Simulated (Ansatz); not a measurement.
# CH3Cl: energies up the ladder

An exercise on one series of results from a longer session: the logs are not shown, and one member is left open.

Program: Ansatz 0.2.0. Level of theory: the levels named in each step. These are calculated values, not measurements.

## The starting structure

Bond lengths: C1–Cl2 1.777 Å, C1–H3 1.086 Å, C1–H4 1.086 Å, C1–H5 1.086 Å. Angles: Cl2–C1–H3 108.2°, Cl2–C1–H4 108.2°, Cl2–C1–H5 108.2°, H3–C1–H4 110.7°, H3–C1–H5 110.7°, H4–C1–H5 110.7°.

Coordinates:

```xyz
5

C    -1.2256   -0.0653   -0.0300
Cl    0.5487    0.0292    0.0134
H    -1.5114   -0.7099   -0.8555
H    -1.5671   -0.4778    0.9144
H    -1.6159    0.9374   -0.1738
```

The first run:

File input.yaml:

```yaml
crystal:
  periodic: [false, false, false]
  atoms:
    - { symbol: C, position_ang: [-1.21999812, -0.06505812, -0.02987225] }
    - { symbol: Cl, position_ang: [0.54977179, 0.02931304, 0.01345624] }
    - { symbol: H, position_ang: [-1.51368533, -0.70915628, -0.85436576] }
    - { symbol: H, position_ang: [-1.56931536, -0.47735401, 0.91294017] }
    - { symbol: H, position_ang: [-1.61806297, 0.93582536, -0.17367841] }
basis:
  gaussian: { orbitals: def2-TZVPP }
hamiltonian:
  xc: pbe0
  dispersion: d4
phonons: {}
```

On the command line:

```
$ ansatz run input.yaml --threads 4 --pin off --max-ram 10240MiB --backend cpu --events-out ev --progress --plain --runs-dir out
```

Steps of the session up to this table: Frequencies, PBE0-D4/def2-TZVPP; Single point, PBE-D4/def2-TZVPP; Single point, r2SCAN-D4/def2-TZVPP; Single point, B3LYP-D4/def2-TZVPP; Single point, wB97M-V/def2-TZVPP; Single point, B2PLYP/def2-TZVPP; Single point, LDA/def2-TZVPP; Single point, PBE0-D4/def2-SVP; Single point, PBE-D4/def2-SVP; Single point, CCSD(T)/def2-TZVPP; Single point, CCSD(T)/def2-QZVPP; The cation of multiplicity 2 at the same geometry, PBE0-D4/def2-TZVPP; The cation of multiplicity 2 at the same geometry, PBE-D4/def2-TZVPP; The cation of multiplicity 2 at the same geometry, r2SCAN-D4/def2-TZVPP; The cation of multiplicity 2 at the same geometry, B3LYP-D4/def2-TZVPP; The cation of multiplicity 2 at the same geometry, wB97M-V/def2-TZVPP; The cation of multiplicity 2 at the same geometry, B2PLYP/def2-TZVPP; The cation of multiplicity 2 at the same geometry, CCSD(T)/def2-TZVPP; The cation of multiplicity 2 at the same geometry, CCSD(T)/def2-QZVPP.

One table of the session follows, with a row left open; its other results are not shown here.

It belongs to the step «Vertical ionisation energy». 

| level | vertical ionisation energy (eV) |
| --- | --- |
| PBE-D4/def2-TZVPP | 11.086 |
| r2SCAN-D4/def2-TZVPP | 11.164 |
| B3LYP-D4/def2-TZVPP | 11.269 |
| wB97M-V/def2-TZVPP | 11.292 |
| B2PLYP/def2-TZVPP | 11.250 |
| CCSD(T)/def2-TZVPP | 11.269 |
| CCSD(T)/def2-QZVPP | 11.399 |
| CCSD(T)/CBS | ? |

**Question.** Estimate the row for CCSD(T)/CBS.

The run gave: vertical ionisation energy (eV): 11.496. In the column «vertical ionisation energy (eV)» it is the highest.
